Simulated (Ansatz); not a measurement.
## C5H7N, SMILES C=C=C/C=N/C: a single point in a Gaussian basis, step by step

With the Ansatz DFT code, driven from Python.

Notebook, run cell by cell (the value of a cell's last expression is shown):

**Cell 1**
```python
import ansatz as az
import numpy as np
```

**Cell 2**
```python
params = {
    "basis": "cc-pVDZ",
    "functional": "pbe",
    "dispersion": "d4",
}
```

**Cell 3**
```python
geometry_ang = [
    ("C", (2.8018, 0.6446, 0.4292)),
    ("C", (1.8189, -0.1997, 0.5084)),
    ("C", (0.8269, -1.0351, 0.5821)),
    ("C", (-0.5333, -0.6799, 0.1254)),
    ("N", (-0.8586, 0.4606, -0.3761)),
    ("C", (-2.2681, 0.549, -0.7454)),
    ("H", (3.7963, 0.3776, 0.7658)),
    ("H", (2.636, 1.6358, 0.0213)),
    ("H", (0.9664, -2.0296, 0.985)),
    ("H", (-1.2749, -1.4903, 0.2496)),
    ("H", (-2.4674, 1.5411, -1.1619)),
    ("H", (-2.9173, 0.4173, 0.1268)),
    ("H", (-2.5266, -0.1914, -1.51)),
]
mol = az.Crystal.molecule()
for symbol, xyz in geometry_ang:
    mol = mol.atom(symbol, xyz)

setup = (
    mol.calculation()
    .basis(gaussian=params["basis"])
    .functional(params["functional"], dispersion=params["dispersion"])
    .forces()
)
print(setup.to_yaml())
result = setup.run()
report = result.report
```
Output:
```text
crystal:
  periodic: [false, false, false]
  atoms:
    - { symbol: C, position_ang: [2.8018, 0.6446, 0.4292] }
    - { symbol: C, position_ang: [1.8189, -0.1997, 0.5084] }
    - { symbol: C, position_ang: [0.8269, -1.0351, 0.5821] }
    - { symbol: C, position_ang: [-0.5333, -0.6799, 0.1254] }
    - { symbol: "N", position_ang: [-0.8586, 0.4606, -0.3761] }
    - { symbol: C, position_ang: [-2.2681, 0.549, -0.7454] }
    - { symbol: H, position_ang: [3.7963, 0.3776, 0.7658] }
    - { symbol: H, position_ang: [2.636, 1.6358, 0.0213] }
    - { symbol: H, position_ang: [0.9664, -2.0296, 0.985] }
    - { symbol: H, position_ang: [-1.2749, -1.4903, 0.2496] }
    - { symbol: H, position_ang: [-2.4674, 1.5411, -1.1619] }
    - { symbol: H, position_ang: [-2.9173, 0.4173, 0.1268] }
    - { symbol: H, position_ang: [-2.5266, -0.1914, -1.51] }
basis:
  gaussian:
    orbitals: cc-pVDZ
hamiltonian:
  xc: pbe
  dispersion: d4
output:
  forces: true
```

**Cell 4**
```python
report["reference_energy_ev"]
```
Output:
```text
-6775.72950239475
```

**Cell 5**
```python
type(result).__name__, type(report).__name__
```
Output:
```text
('RunOutcome', 'dict')
```

**Cell 6**
```python
report["converged"], report["free_energy_ev"]
```
Output:
```text
(True, -6775.974025038455)
```

**Cell 7**
```python
print(f"E = {report['free_energy_ev']:.6f} eV = {report['free_energy_ev'] / 27.211386246:.7f} Ha")
print("converged:", report["converged"], " doubts:", report["published_state_doubts"] or "none")
```
Output:
```text
E = -6775.974025 eV = -249.0124525 Ha
converged: True  doubts: none
```

**Cell 8**
```python
state = report["mean_field"]["state"]
print(f"mean field: {state['energy']['hartree']:.7f} Ha, <S^2> = {abs(state['spin_squared']):.4f}, stability: {state.get('stability', {}).get('kind')}")
```
Output:
```text
mean field: -249.0034665 Ha, <S^2> = 0.0000, stability: minimum
```

**Cell 9**
```python
symbols = [site.symbol for site in mol.cartesian_sites]
forces = np.array(report["forces_ev_ang"])
print("largest force", round(float(np.linalg.norm(forces, axis=1).max()), 4), "eV/A, rms", round(float(np.sqrt((forces ** 2).mean())), 4))

charges = report["charge_distribution"]
dipole = np.array(charges["dipole_moment_e_ang"]) * 4.803205
print("dipole (D): {:.3f} {:.3f} {:.3f}, length {:.3f}".format(*dipole, np.linalg.norm(dipole)))
print("atom  Mulliken   Lowdin")
for symbol, m, l in zip(symbols, charges["mulliken_charges_e"], charges["lowdin_charges_e"]):
    print(f"{symbol:4s} {m:9.3f} {l:8.3f}")
```
Output:
```text
largest force 3.0716 eV/A, rms 0.6928
dipole (D): 1.017 -1.107 0.619, length 1.626
atom  Mulliken   Lowdin
C       -0.129   -0.095
C        0.265    0.141
C       -0.279   -0.158
C        0.096   -0.135
N       -0.241    0.121
C        0.025   -0.050
H        0.082    0.061
H        0.093    0.067
H        0.044    0.063
H       -0.032   -0.003
H        0.023   -0.005
H        0.026   -0.002
H        0.026   -0.005
```

Total energies depend on the basis set; only differences at equal settings carry meaning. The geometry is a force-field or estimated start, not a minimum of this method, and the basis set is short of its limit. The Löwdin charges here are taken after orthogonalising the functions within each atom; they differ from plain Löwdin charges, and their signs can be unphysical. Run time: 14 s on 1 thread of Arm Neoverse V1, with other jobs on the host, peak memory 0.34 GiB.
